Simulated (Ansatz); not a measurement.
## H3Si–AsH2, singlet in cc-pVDZ: errors against RCCSDT(Q)

Geometry: a PBE0/def2-TZVP stationary point for this spin, not checked as a minimum.

```xyz
7

Si   -0.0286    0.0000    1.6719
As    0.0384    0.0000   -0.6936
H     0.6883   -1.2086    2.1561
H     0.6883    1.2086    2.1561
H    -1.4075    0.0000    2.2252
H    -1.0136   -1.0975   -0.7832
H    -1.0136    1.0975   -0.7832
```

Basis cc-pVDZ; Ansatz 0.2.0. Correlated methods freeze the noble-gas cores and the filled d shells of p-block atoms, which leaves 14 electrons in 51 orbitals. R marks a restricted (for open shells ROHF) determinant. Active spaces: frontier = (8e, 8o) about the gap. No spin–orbit coupling is included, and no scalar relativity.

Full CI isn't at hand for all of this; RCCSDT(Q) serves as the reference, and is uncertain by about the last step of the cluster series.

The UHF ⟨S²⟩ is 0.000, the T1 diagnostic (RCCSD) is 0.0118 and the largest doubles amplitude (RCCSD) is 0.046.

```
   level  E − E(RHF) (eV)
    RMP2          -6.0422
   RCCSD          -7.3116
RCCSD(T)          -7.4975
```

Task: Estimate how far RCCSDT(Q) in cc-pVDZ lies from RCCSD(T). The table doesn't fix it; the size of (T) and the diagnostics are the guide.

Result: RCCSDT(Q) in cc-pVDZ lies 3.7 kJ/mol below RCCSD(T), which is 21 % of the (T) step (-17.9 kJ/mol). The diagnostics are small and one determinant leads, so the series closes fast and only a small part of (T) is left.

The other levels:

```csv
level,E − E(RCCSDT(Q)) (kJ/mol),share of correlation (%),wall time
CISD,91.5,87.42,4.6 s
BCCD(T),3.6,99.50,2.5 s
RCCSDT,0.9,99.88,–
CASSCF (frontier space),570.6,21.52,–
NEVPT2 (frontier space),131.6,81.89,29 s
MRCISD (frontier space),55.8,92.32,–
MRCISD+Q (frontier space),3.9,99.46,33 s
```

The correlation energy at RCCSDT(Q), counted from RHF, is -7.536 eV. That run took 38 s on 1 thread of Arm Neoverse V1, shared host.

Times hold each run's SCF and search for its determinant on a shared host, so for small cases they say little of a method's own cost; they ran on 1 thread of Arm Neoverse V1.

Atomization energy (electronic, same basis, no zero-point term; atoms at the same level, unrestricted beside the R rows where the molecule is a closed shell, but restricted open-shell past Ca, as are all atoms' steps beyond CCSDT(Q)) at RCCSDT(Q): 1661.5 kJ/mol. Errors of other levels:

```json
{"level": "RHF", "error (kJ/mol)": "-369.9"}
{"level": "RMP2", "error (kJ/mol)": "-49.1"}
{"level": "CISD", "error (kJ/mol)": "-82.1"}
{"level": "RCCSD", "error (kJ/mol)": "-15.3"}
{"level": "RCCSD(T)", "error (kJ/mol)": "-1.9"}
{"level": "BCCD(T)", "error (kJ/mol)": "-1.8"}
{"level": "RCCSDT", "error (kJ/mol)": "-0.6"}
```

This basis is far from its limit, so the value isn't to be set against a measured one. Truncated CI isn't size-consistent, which counts against it in atomization.
